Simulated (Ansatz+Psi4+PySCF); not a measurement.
# doublet Si₂H₆(+): levels of theory in one basis

```yaml
atoms:
  - { symbol: Si, position_ang: [0.0000, 0.0000, 1.1677] }
  - { symbol: Si, position_ang: [0.0000, 0.0000, -1.1677] }
  - { symbol: H, position_ang: [0.0000, 1.3933, 1.6860] }
  - { symbol: H, position_ang: [-1.2066, -0.6966, 1.6860] }
  - { symbol: H, position_ang: [1.2066, -0.6966, 1.6860] }
  - { symbol: H, position_ang: [0.0000, -1.3933, -1.6860] }
  - { symbol: H, position_ang: [-1.2066, 0.6966, -1.6860] }
  - { symbol: H, position_ang: [1.2066, 0.6966, -1.6860] }
```

Basis set: cc-pVTZ on H; cc-pV(T+d)Z on Si (spherical functions). Correlated methods keep 10 orbitals frozen. Correlation on ROHF uses semicanonical orbitals with singles. Charge 1, multiplicity 2.

Computed with Ansatz (development build ahead of 0.2.0) and Psi4 1.11; each method stands on the lowest determinant of its kind that the runs found.

| method | E − E(ROHF) (eV) | <S²> of the determinant |
| --- | --- | --- |
| ROHF | 0.00 | 0.75 |
| UHF | -0.07 | 0.76 |
| ROHF-MP2 | -6.44 | – |
| UHF-MP2 | -6.44 | 0.76 |
